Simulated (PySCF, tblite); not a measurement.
**C₂H₃F₃, a gas-phase cluster of small molecules: NMR shifts, interaction energy, infrared bands, spin-spin couplings and core binding energies**

Wanted: the NMR shifts, interaction energy, infrared bands, spin-spin couplings and core binding energies for `C#CF` with 2 × `F`.

Programs: tblite 0.8.0 and PySCF 2.14.0. All values are calculated, for the isolated system unless a continuum is named. Atoms count from 0, parts from 1.

## 1. Starting point

8 atoms, charge 0, multiplicity 1; geometry: rigid parts in contact. Parts: 1 = atoms 0–3, `C#CF`, charge 0; 2 = atoms 4–5, `F`, charge 0; 3 = atoms 6–7, `F`, charge 0.

## 2. Docking the parts with GFN2-xTB

The job: settings as JSON, then the geometry in Å.

```
{"job": {"kind": "dock", "xc": "GFN2-xTB", "basis": "xTB"}, "charge": 0, "multiplicity": 1, "parts": [{"atoms": "0-3", "charge": 0, "multiplicity": 1}, {"atoms": "4-5", "charge": 0, "multiplicity": 1}, {"atoms": "6-7", "charge": 0, "multiplicity": 1}]}
C     -0.662197    -0.040824    -0.027581
C      0.524193     0.002157     0.112535
F      1.797548    -0.007674     0.256466
H     -1.676416     0.026749    -0.288537
F     -0.607665     0.739359    -2.877798
H      0.112391     0.195807    -2.639715
F     -1.439183    -0.815010     2.971819
H     -1.582297    -0.720718     2.052494
```

Level: GFN2-xTB search for minima from random contacts, gas phase.

Run with:

```bash
$ OMP_NUM_THREADS=1 python cluster_run.py task.json out
```

The driver reads the jobs from task.json and runs them one after another.

**Question.** The jobs that follow are: PBE0-D3(BJ)/def2-SVPD geometry optimisation, gas phase; GIAO PBE0/pcSseg-2 NMR shielding, non-relativistic, gas phase; wB97M-D3(BJ)/def2-TZVPD interaction energy, counterpoise and uncorrected, gas phase; PBE0-D3(BJ)/def2-TZVPD interaction energy, counterpoise and uncorrected, gas phase; PBE0-D3(BJ)/def2-SVPD harmonic vibrations by differences of gradients, gas phase; B3LYP/pcJ-1 indirect spin-spin coupling, non-relativistic, gas phase; delta-SCF UKS SCAN, pcX-2 on the ionised atom, pcseg-1 elsewhere, spin-free X2C. Predict: binding energy (GFN2-xTB); point group; rotational constants (main isotopes); shieldings of C, H, F (PBE0/pcSseg-2); largest proton shift on binding; interaction energy, counterpoise (wB97M-D3(BJ)/def2-TZVPD); superposition error; binding energy (with deformation); strongest single infrared mode (PBE0-D3(BJ)/def2-SVPD); largest coupling of the table (B3LYP/pcJ-1); F1s binding energies, SCAN/pcX-2 (standing for 2 of 3 atoms); C1s binding energies, SCAN/pcX-2 (standing for 1 of 2 atoms).

As calculated:

| quantity | value |
| --- | --- |
| binding energy (GFN2-xTB) | -10.52 kcal/mol |
| point group | Cs |
| rotational constants (main isotopes) | 8.05, 1.54, 1.29 GHz |
| shieldings of C, H, F (PBE0/pcSseg-2) | C1 83.6, C0 166.1, H7 24.5, H5 25.7, H3 28.8, F6 357.8, F2 390.5, F4 398.5 ppm |
| largest proton shift on binding | H7, +4.70 ppm |
| interaction energy, counterpoise (wB97M-D3(BJ)/def2-TZVPD) | -11.56 kcal/mol |
| superposition error | 0.16 kcal/mol |
| binding energy (with deformation) | -10.98 kcal/mol |
| strongest single infrared mode (PBE0-D3(BJ)/def2-SVPD) | 3634 cm⁻¹ |
| largest coupling of the table (B3LYP/pcJ-1) | $^{1}J$(C,F) C1–F2, -401.6 Hz |
| F1s binding energies, SCAN/pcX-2 (standing for 2 of 3 atoms) | F6 693.74, F4 693.10 eV |
| C1s binding energies, SCAN/pcX-2 (standing for 1 of 2 atoms) | C0 292.24 eV |
| range of the interaction energy over the runs of this table | -12.66 to -11.56 kcal/mol |

**Reading.** In the structure that the search hands on, at its xTB geometry, the leading contact, judged by the atoms' radii, is H5···F6 (hydrogen bond, 1.83 Å). Further contacts there: H3···F4 (weak hydrogen bond, 2.44 Å). A later relaxation moves these distances. The start of the PBE0/def2-SVPD relaxation was shaken at random by about 0.01 Å, so part of the energy gained, and of the first lengths quoted, undoes that. Over 7 steps the energy fell by 0.139 eV; of the close pairs, C0–C1 changed most, 1.182 to 1.206 Å. At PBE0/pcSseg-2: Shielding is most anisotropic at C1 (span 286 ppm, paramagnetic term -185 ppm). On binding (GIAO PBE0/pcSseg-2 NMR shielding, non-relativistic, gas phase), H7 moves most among the protons, 4.70 ppm downfield. No mode is imaginary at PBE0-D3(BJ)/def2-SVPD; the softest lies at 49 cm⁻¹. Density functionals describe couplings to fluorine poorly, F–F couplings above all, so those rows are rough. At SCAN/pcX-2: The F1s levels kept as sound span 0.64 eV, from F4 (fluorine bonded to H) up to F6 (fluorine bonded to H). Only 2 of the 3 F atoms are covered by sound results. The interaction energy runs from -12.66 (PBE0-D3(BJ)/def2-TZVPD) to -11.56 kcal/mol (wB97M-D3(BJ)/def2-TZVPD).
